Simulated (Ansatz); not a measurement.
# AlBH2: the cost of one run

Program: Ansatz 0.2.0, Gaussian basis. Level of theory: def2-QZVPP, core rule «outside noble gas», up to 6 orbitals frozen. These are calculated values, not measurements.

The runs, in order: UHF; ROHF; CCSD(T) on UHF.

2 further runs of the same task are left out: 2 set aside as unsound or not needed.

## 1. The system

The geometry is a PBE0/def2-TZVP stationary point (not a proven minimum) of the parent state, kept for this charge and spin.

4 atoms, charge 1, spin multiplicity 4.

Atoms are counted from 1 here; the program's logs count them from 0.

Bond lengths: B1–Al2 2.058 Å, B1–H3 1.195 Å, B1–H4 1.195 Å. Angles: Al2–B1–H3 115.6°, Al2–B1–H4 115.6°, H3–B1–H4 128.7°.

Geometry (Å):

```
B     0.0000    0.0000    1.3689
Al    0.0000    0.0000   -0.6894
H     0.0000    1.0776    1.8859
H     0.0000   -1.0776    1.8859
```

## 2. UHF

Input file in.yaml:

```yaml
crystal:
  periodic: [false, false, false]
  atoms:
    - {symbol: B, position_ang: [0.000000, 0.000000, 1.368886]}
    - {symbol: Al, position_ang: [0.000000, 0.000000, -0.689391]}
    - {symbol: H, position_ang: [0.000000, 1.077612, 1.885924]}
    - {symbol: H, position_ang: [0.000000, -1.077612, 1.885924]}
basis:
  gaussian: {orbitals: "def2-QZVPP.json"}
total_charge: 1
magnetization: {spin_polarized: true, initial_magnetization: 3}
hamiltonian: {xc: hf}
output: {orbitals: {seedname: orbitals}}
```

Run with:

```sh
ansatz run in.yaml --threads 1 --pin off --events-out ev --progress --plain --max-ram 2393MiB
```

Q: Estimate wall time and peak memory on 1 thread of Arm Neoverse V2, shared host.

About 6 s, with a peak of 0.29 GiB.
